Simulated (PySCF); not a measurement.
# BCl: from the state search to spectroscopic constants

Aim: find the lowest electronic state of BCl, scan its bond at several levels of theory, and get bond length, wavenumber and dissociation energy from each curve.

Method: B cc-pVDZ, Cl cc-pV(D+d)Z, no relativity; program: PySCF 2.14.0.

### 1 Set-up

A driver script around PySCF takes these settings:

```
atoms                         : B, Cl
charge                        : 0
basis                         : B cc-pVDZ, Cl cc-pV(D+d)Z
Hamiltonian                   : no relativity
basis functions               : 37
electrons treated             : 22
masses in u                   : 11.0093, 34.9689
levels                        : PBE0, PBE, r²SCAN, BHandHLYP, M06-2X, B97-3, HF, MP2, SCS-MP2, CCSD, CCSD(T)
grid                          : 80 radial by 434 angular points
occupations                   : held fixed by the projection of orbital angular momentum
dissociation limit            : B + Cl, each in its ground configuration
starting distance in angstrom : 1.785
values of 2S to try           : 0, 2
```

Command:

```console
OMP_NUM_THREADS=1 python dia.py task.json out
```

The runs that follow: The PBE0 curve of the state that the search chose; Excited determinants; PBE (GGA); r²SCAN (meta-GGA); BHandHLYP; M06-2X (hybrid meta-GGA); B97-3 (global hybrid GGA); RHF; MP2 and coupled cluster.

What does the calculation give? Wanted: for each run, Re; ωe; De; μ.

As calculated:

Lowest PBE0 solution found, without spin–orbit coupling: ¹Σ⁺ (singlet), closed shell. State 2 has its PBE0 minimum 2.14 eV higher. The other levels ran on the lowest alone.

```csv
level,Re (Å),ωe (cm⁻¹),De (eV),μ (D)
RHF,1.732,859,3.73,1.24
RHF-MP2,1.728,873,5.10,n/a
RHF-SCS-MP2,1.732,864,4.94,n/a
RHF-CCSD,1.738,856,4.80,n/a
RHF-CCSD(T),1.740,851,4.94,n/a
PBE,1.749,810,5.49,1.53
r²SCAN,1.741,826,5.31,1.50
PBE0,1.734,843,5.27,1.48
B97-3,1.738,837,5.25,1.43
BHandHLYP,1.726,857,4.86,1.44
M06-2X,1.736,838,5.33,1.30
```

De is counted to B + Cl in their ground configurations. A positive dipole means B(−)Cl(+).

Differences from CCSD(T) in the same basis:

```csv
level,Re (mÅ),ωe (%)
RHF,-9,+1.0
RHF-MP2,-13,+2.6
RHF-SCS-MP2,-9,+1.6
RHF-CCSD,-2,+0.6
PBE,+9,-4.8
r²SCAN,+1,-2.9
PBE0,-7,-1.0
B97-3,-2,-1.7
BHandHLYP,-15,+0.7
M06-2X,-5,-1.5
```

**Reading.** Against CCSD(T) in the same basis, the bond length is nearest at r²SCAN (+1 mÅ) and farthest at BHandHLYP (-15 mÅ); the wavenumber is nearest at RHF-CCSD (+0.6 %) and farthest at PBE (-4.8 %). PBE has the long and soft bond that GGAs tend to give. CCSD(T) in a basis this small is itself some way from its limit, more so than the functionals. Of the levels with a De here, RHF gives the least (3.73 eV) and PBE the most (5.49 eV).

Correlated steps freeze 6 core orbitals.
